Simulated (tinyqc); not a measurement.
Orbital energy against energy difference: ionisation energy by orbital energies and by energy differences in the 6-31g basis, for LiH, spin multiplicity 1. Computed by the program tinyqc with PySCF. The cation is unrestricted; errors are against CCSD(T) in this basis, not against experiment.

Geometry (angstrom):
```
atom,x,y,z
Li,0.0000,0.0000,0.0000
H,0.0000,0.0000,1.5160
```

CCSD(T) difference in the same basis = 7.6888 eV

IP-EOM-CCSD = 7.6887 eV

First vertical ionisation energy (eV):
```
method,-e(HOMO),E(cation) - E,error of -e(HOMO),error of the difference
HF,8.2995,7.188090,0.6107,-0.5007
LDA,4.4855,8.392160,-3.2033,0.7033
B3LYP,5.4283,8.473284,-2.2606,0.7845
PBE0,5.5664,8.190789,-2.1224,0.5020
CAM-B3LYP,6.9775,8.454422,-0.7113,0.7656
LC-wPBE,8.2972,8.268057,0.6084,0.5792
```

Estimate the missing row, method = PBE.

Computed row:
```
method  -e(HOMO)  E(cation) - E  error of -e(HOMO)  error of the difference
PBE       4.4815       8.232916            -3.2073                   0.5441
```

Koopmans errs by +0.61 eV and Delta-HF by -0.50 eV: relaxation, 1.11 eV, lowers the value and the missing correlation difference works against it. The PBE level is off by -3.2 eV through the wrong tail of its potential, though its energy difference is off by +0.54 eV; exact exchange deepens the level, and among the orbital energies LC-wPBE comes closest; among the differences HF does.
